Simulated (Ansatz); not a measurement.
## Ansatz (development build ahead of 0.2.0) run

```yaml
crystal:
  periodic: [false, false, false]
  atoms:
    - { symbol: C, position_ang: [-0.03957, 0.0254, -0.23797] }
    - { symbol: H, position_ang: [-0.05757, -0.00023, 1.03132] }
basis:
  gaussian: { orbitals: cc-pVDZ }
magnetization:
  spin_polarized: true
  initial_magnetization: 1
hamiltonian:
  xc: hf
correlation:
  method: mp2
  frozen_orbitals: { C: 1, H: 0 }
```

The input is written out in the form of the current development build from the run's settings.

Output:

```json
{"Converged": "yes", "Reference energy": "-38.26479 hartree", "Correlation energy": "-0.07569 hartree", "Total energy": "-38.34048 hartree", "Spin squared of the determinant": "1.039"}
```

Caution: the unrestricted determinant is spin contaminated.
